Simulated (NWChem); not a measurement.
# C2H4O2, triplet; SMILES of the neutral closed-shell parent COC=O

```xyz
8

C     -0.3990    -1.4332    -0.1062
O      0.4963    -0.4563     0.3934
C      0.5287     0.7257    -0.2790
O     -0.4348     1.5386     0.1540
H     -0.1409    -1.7125    -1.1435
H     -0.3048    -2.3157     0.5403
H     -1.4416    -1.0763    -0.0801
H      0.6167     0.6908    -1.3849
```
Atoms are numbered in this order, from 1.

All runs: NWChem. Spin-unrestricted. Structure relaxed at the PBE0/def2-SVP, spin-unrestricted level. The spin multiplicity was typed, not searched, and may not be the lowest. No stability test was run on the SCF state.

For level PW6B95/def2-SVP:

```yaml
highest occupied level (eV): -5.51
lowest empty minus highest occupied level, either spin (eV): 1.04
```

What are these values for level BHandHLYP/def2-SVP?


| Quantity | Result |
|---|---|
| highest occupied level (eV) | -7.05 |
| lowest empty minus highest occupied level, either spin (eV) | 4.55 |
